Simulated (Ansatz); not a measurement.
# Worked example: correlation energy of H$_{3}$Ge–BH$_{2}$⁺, doublet

Geometry: that of the H3Ge–BH2, triplet, kept fixed.

```xyz
7

Ge   -0.0092    0.0000    0.3056
B     0.1338    0.0000   -1.8952
H     0.7100   -1.2821    0.7492
H     0.7100    1.2821    0.7492
H    -1.4876    0.0000    0.7272
H    -0.3540   -1.0970   -1.9610
H    -0.3540    1.0970   -1.9610
```

Basis cc-pVTZ; Ansatz 0.2.0. Correlated methods freeze the noble-gas cores and the filled d shells of p-block atoms, which leaves 11 electrons in 128 orbitals. R marks a restricted (for open shells ROHF) determinant, U an unrestricted one. No spin–orbit coupling is included, and no scalar relativity.

Full CI isn't at hand for all of this; UCCSDT(Q) serves as the reference, and is uncertain by about the last step of the cluster series.

Runs differ by some tens of microhartree through their thresholds and, for an open shell, their frozen cores, so steps under 0.03 kcal/mol mean nothing.

```
    level  total energy (hartree)
      UHF            -2102.601146
     UMP2            -2102.798847
    UCCSD            -2102.840754
 UCCSD(T)            -2102.846994
   UCCSDT            -2102.848256
UCCSDT(Q)            -2102.848448
```

**Question.** What is the correlation energy at UCCSDT(Q), and what share of it do UMP2 and UCCSDT recover?

**Answer.** E(corr) = -2102.848448 − (-2102.601146) = -0.247302 hartree = -6.729 eV. UMP2: -0.197701 / -0.247302 = 79.94 %. UCCSDT: -0.247110 / -0.247302 = 99.92 %.

**Question.** By how many kcal/mol does UCCSD(T) miss UCCSDT(Q) (1 hartree = 627.509 kcal/mol), and which steps make up the rest?

**Answer.** -2102.846994 − (-2102.848448) = 0.001454 hartree = 0.91 kcal/mol. Steps: UCCSDT − UCCSD(T) = -0.79, UCCSDT(Q) − UCCSDT = -0.12 kcal/mol. Differences between like states or geometries often cancel part of this.
